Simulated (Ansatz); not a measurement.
# C2H2S: the cost of one run

Method: the levels named in each step, in Ansatz 0.2.0.

## 1. The system as given

Bond lengths: C1–C2 1.293 Å, C2–S3 1.556 Å, C1–H4 1.076 Å, C1–H5 1.076 Å. Angles: C1–C2–S3 179.9°, C2–C1–H4 121.5°, C2–C1–H5 121.7°, H4–C1–H5 116.8°.

As a file:

```xyz
5

C    -1.8177    0.0435    0.0859
C    -0.5264    0.0138    0.0244
S     1.0277   -0.0249   -0.0484
H    -2.3554    0.9711    0.1813
H    -2.4059   -0.8562    0.0434
```

## 2. A rough first relaxation, PBE-D4/def2-SVP

Contents of input.yaml:

```yaml
crystal:
  periodic: [false, false, false]
  atoms:
    - { symbol: C, position_ang: [-1.81766, 0.04346, 0.08593] }
    - { symbol: C, position_ang: [-0.52645, 0.01381, 0.02444] }
    - { symbol: S, position_ang: [1.02771, -0.02495, -0.04843] }
    - { symbol: H, position_ang: [-2.35536, 0.97108, 0.18133] }
    - { symbol: H, position_ang: [-2.40594, -0.85625, 0.04339] }
basis:
  gaussian: { orbitals: def2-SVP }
hamiltonian:
  xc: pbe
  dispersion: d4
relax:
  f_tol: 0.03
  max_steps: 200
```

Run with:

```sh
$ ansatz run input.yaml --threads 2 --pin off --max-ram 5120MiB --backend cpu --events-out ev --progress --plain --runs-dir out
```

Q: Estimate wall time and peak memory on 2 threads of Arm Neoverse V2, shared host.

About 2.7 s, with a peak of 0.1 GiB.
